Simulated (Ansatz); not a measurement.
Isomers of C$_{4}$H$_{6}$S, relaxed with PBE0-D4/def2-TZVP in Ansatz; electronic energies, one conformer each and not always the lowest. Functionals use def2-TZVPP; CBS adds triple-zeta CCSD(T) − MP2 to the MP2 limit of def2-TZVPP and def2-QZVPP.

Q: Order them by energy at frozen-core CCSD(T)/CBS, lowest first. (An estimate is asked.)
A. `C=C(C)C=S`
B. `CC(C)=C=S`
C. `CCC1=CS1`
D. `C=C1SC1C`
E. `C=CC(C)=S`
F. `C=C=C(C)S`
G. `C1=CSCC1`

A: G (0.0 kcal/mol), A (11.5 kcal/mol), E (12.9 kcal/mol), B (16.2 kcal/mol), D (21.0 kcal/mol), F (29.0 kcal/mol), C (43.9 kcal/mol).

Q: How do B3LYP, PBE0-D4, PBE-D4, B2PLYP place them (kcal/mol, against `C1=CSCC1`)? (Best estimate.)

A: The calculation gave: 
```
     isomer  B3LYP  PBE0-D4  PBE-D4  B2PLYP
 `C=C1SC1C`   17.5     19.9    17.5    18.8
`CC(C)=C=S`    9.7     16.9    13.3    11.6
`C=CC(C)=S`    9.0     15.9    13.1    10.5
`C=C(C)C=S`    7.4     14.4    11.5     8.9
 `CCC1=CS1`   41.7     45.2    43.2    42.7
`C=C=C(C)S`   22.8     29.9    26.8    25.8
```

B3LYP here is the variant with VWN-RPA as its local correlation; programs differ in this.
